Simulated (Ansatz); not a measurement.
# C4H4F2: one species, many methods

An exercise on one series of results from a longer session: the logs are not shown, and one member is left open.

Computed with Ansatz 0.2.0, Gaussian basis. Level: functionals in def2-TZVPP, the program's frozen cores in correlated methods.

Levels to be run: LDA (SPW92), PBE-D4, revPBE-D4, BLYP-D4, r2SCAN-D4, B97M-V, PBE0-D4, B3LYP-D4, r2SCANh-D4, r2SCAN0-D4, HSE06-D4, BHLYP-D4, CAM-B3LYP-D4, LC-ωPBE, ωB97X-V, ωB97M-V, B2PLYP, PBE-QIDH; CCSD(T)/def2-SVP; CCSD(T)/def2-TZVPP; MP2/def2-QZVPP; extrapolation to the limit; RPA on PBE.

## Structure used throughout

The geometry comes from an earlier relaxation with PBE0-D4 in a triple-zeta def2 set; it is a stationary point, not always the lowest conformer.

SMILES `F/C=C/C=C/F`, 10 atoms, charge 0, spin multiplicity 1.

Atoms are counted from 1 here; the program's logs count them from 0.

Bond lengths: F1–C2 1.335 Å, C2–C3 1.327 Å, C2–H7 1.084 Å, C3–C4 1.443 Å, C3–H8 1.086 Å, C4–C5 1.327 Å, C4–H9 1.086 Å, C5–F6 1.335 Å, C5–H10 1.084 Å. Angles: F1–C2–C3 121.7°, F1–C2–H7 112.6°, C3–C2–H7 125.7°, C2–C3–C4 122.6°, C2–C3–H8 118.4°, C4–C3–H8 119.0°, C3–C4–C5 122.6°, C3–C4–H9 119.0°, C5–C4–H9 118.4°, C4–C5–F6 121.7°, C4–C5–H10 125.7°, F6–C5–H10 112.6°.

Coordinates:

```xyz
10
C4H4F2
F     0.1134   -2.9693   -0.2841
C     0.3217   -1.7761    0.2766
C    -0.0988   -0.6548   -0.2942
C     0.1156    0.6446    0.2946
C    -0.3051    1.7658   -0.2759
F    -0.0970    2.9590    0.2850
H     0.8561   -1.8447    1.2177
H    -0.6244   -0.7237   -1.2418
H     0.6415    0.7134    1.2421
H    -0.8398    1.8345   -1.2169
```

The first run:

Input file in.yaml:

```yaml
crystal:
  periodic: [false, false, false]
  atoms:
    - {symbol: F, position_ang: [0.113370, -2.969265, -0.284147]}
    - {symbol: C, position_ang: [0.321662, -1.776052, 0.276580]}
    - {symbol: C, position_ang: [-0.098764, -0.654811, -0.294184]}
    - {symbol: C, position_ang: [0.115610, 0.644576, 0.294607]}
    - {symbol: C, position_ang: [-0.305148, 1.765813, -0.275918]}
    - {symbol: F, position_ang: [-0.097009, 2.958973, 0.284980]}
    - {symbol: H, position_ang: [0.856051, -1.844688, 1.217671]}
    - {symbol: H, position_ang: [-0.624415, -0.723655, -1.241808]}
    - {symbol: H, position_ang: [0.641509, 0.713421, 1.242094]}
    - {symbol: H, position_ang: [-0.839766, 1.834488, -1.216875]}
basis:
  gaussian: {orbitals: def2-TZVPP}
hamiltonian: {xc: lda}
output: {orbitals: {seedname: orbitals}}
```

The run is started by

```
> ansatz run in.yaml --threads 4 --pin off --events-out ev --progress --plain --max-ram 10444MiB
```

Steps of the session up to this table: LDA; PBE-D4 (GGA); revPBE-D4 (GGA); BLYP-D4 (GGA); r2SCAN-D4 (meta-GGA); B97M-V (meta-GGA); PBE0-D4 (hybrid); B3LYP-D4 (hybrid); r2SCANh-D4 (hybrid); r2SCAN0-D4 (hybrid); HSE06-D4 (hybrid); BHLYP-D4 (hybrid); CAM-B3LYP-D4 (range-separated); LC-ωPBE (range-separated); ωB97X-V (range-separated); ωB97M-V (range-separated); B2PLYP (double hybrid); PBE-QIDH (double hybrid).

One table of the session follows, with a row left open; its other results are not shown here.

It belongs to the step «Frontier levels by functional». 

| functional | HOMO (eV) | gap (eV) |
| --- | --- | --- |
| LDA (SPW92) | -5.78 | 3.91 |
| PBE-D4 | -5.56 | 3.95 |
| revPBE-D4 | -5.48 | 3.97 |
| BLYP-D4 | -5.42 | 3.93 |
| r2SCAN-D4 | -5.74 | 4.29 |
| B97M-V | -5.77 | 4.40 |
| PBE0-D4 | -6.67 | 5.97 |
| B3LYP-D4 | -6.48 | 5.54 |
| r2SCANh-D4 | -6.16 | 5.04 |
| r2SCAN0-D4 | ? | ? |
| HSE06-D4 | -6.28 | 5.20 |
| BHLYP-D4 | -7.66 | 8.01 |
| CAM-B3LYP-D4 | -7.95 | 8.34 |
| LC-ωPBE | -9.22 | 10.74 |
| ωB97X-V | -8.85 | 10.34 |
| ωB97M-V | -8.77 | 10.18 |

**Question.** Estimate the row for r2SCAN0-D4.

Worked estimate for «HOMO (eV)». Against the share of exact exchange, r2SCAN-D4 (0, -5.74), r2SCANh-D4 (0.1, -6.16) give a slope of -4.20 per unit share; at 0.25 the line stands at -6.79.

**Answer.** HOMO (eV): -6.79; gap (eV): 6.19. In «HOMO (eV)» the line misses by 0.00.
